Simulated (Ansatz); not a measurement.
AlNH4 (AlH2(NH2)): the vertical ionisation energy, rung by rung

AlNH4: 6 atoms, total charge 0, spin state singlet. SMILES: `[H][Al]([H])[NH2]`. The shape comes from GFN2-xTB, which is rough for such elements, and wasn't checked as a minimum.

Quantity: the vertical ionisation energy (to the doublet cation), in eV. The values are calculated.

| level | kind | program | value (eV) | less FCI/STO-3G | CPU time (all runs) |
| --- | --- | --- | --- | --- | --- |
| SVWN5/STO-3G | LDA | Ansatz | 5.59 | +0.83 | 1.3 s |
| PBE/STO-3G | GGA | Ansatz | 5.64 | +0.88 | 2.5 s |
| r2SCAN0/STO-3G | hybrid meta-GGA | Ansatz | 5.85 | +1.09 | 5.5 s |
| wB97M-V/STO-3G | range-separated hybrid | Ansatz | 6.04 | +1.28 | 29 s |
| B2PLYP/STO-3G | double hybrid | Ansatz | 5.62 | +0.86 | 2.7 s |
| RPA@PBE/STO-3G | RPA | Ansatz | 4.70 | -0.06 | 2.9 s |
| CCSD(T)/STO-3G | coupled cluster or CI | Ansatz | 4.77 | +0.01 | 0.43 s |
| CCSDT(Q)/STO-3G | coupled cluster or CI | Ansatz | 4.76 | 0.00 | 1.7 s |
| CCSDTQ/STO-3G | coupled cluster or CI | Ansatz | 4.76 | 0.00 | 34 s |
| FCI/STO-3G | exact in the basis | Ansatz | 4.76 | 0.00 | 10 s |

FCI/STO-3G is exact within its basis and frozen core, so for wave-function methods in that basis the difference is their error; functionals converge differently with the basis, so for them it is only a difference. The values span 4.70 to 6.04 eV. All rows use very small basis sets, so even the best lies far from the true value. Times are those of the runs behind each value, whatever else they computed, on shared processors of several kinds: orders of magnitude only.
